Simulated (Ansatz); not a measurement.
**Worked example: HAl–C–O, quintet against HAl–C–O, triplet**

Geometry (PBE0/def2-TZVP stationary point of a triplet), kept for both states (HAl–C–O, triplet: A''; HAl–C–O, quintet: A''):

```yaml
atoms:
  - { symbol: Al, position_ang: [0.0000, -0.1061, 1.2725] }
  - { symbol: C, position_ang: [0.0000, 0.0837, -0.6437] }
  - { symbol: O, position_ang: [0.0000, 0.0363, -1.7922] }
  - { symbol: H, position_ang: [0.0000, 1.2690, 2.0556] }
```

Basis cc-pVTZ; Ansatz 0.2.0. Correlated methods freeze the noble-gas cores. Prefix R: restricted or restricted open-shell reference; prefix U: unrestricted.

Full CI isn't at hand for all of this; UCCSDT(Q) serves as the reference, and is uncertain by about the last step of the cluster series.

```tsv
level	E(HAl–C–O, triplet) (hartree)	E(HAl–C–O, quintet) (hartree)
UHF	-355.223954	-355.030958
UMP2	-355.642299	-355.420902
UCCSD(T)	-355.677087	-355.454208
PBE	-356.070255	-355.854348
B3LYP	-356.350547	-356.124617
UCCSDT(Q)	-355.679491	-355.457634
```

Q: Give the vertical gap, HAl–C–O quintet less HAl–C–O triplet, at each level in eV (1 hartree = 27.2114 eV), and each error against UCCSDT(Q).

A: UCCSDT(Q): (-355.457634 − (-355.679491)) × 27.2114 = 6.037 eV (the reference)
B3LYP: (-356.124617 − (-356.350547)) × 27.2114 = 6.148 eV, error 0.111 eV
PBE: (-355.854348 − (-356.070255)) × 27.2114 = 5.875 eV, error -0.162 eV
UCCSD(T): (-355.454208 − (-355.677087)) × 27.2114 = 6.065 eV, error 0.028 eV
UMP2: (-355.420902 − (-355.642299)) × 27.2114 = 6.025 eV, error -0.012 eV
UHF: (-355.030958 − (-355.223954)) × 27.2114 = 5.252 eV, error -0.785 eV

Total energies of functionals can't be set beside those of wave-function methods, since they hold the core's correlation and their own absolute errors; only the differences compare.

Each level lands on the state that its own search finds. T1 diagnostics of restricted CCSD: 0.025 and 0.035.
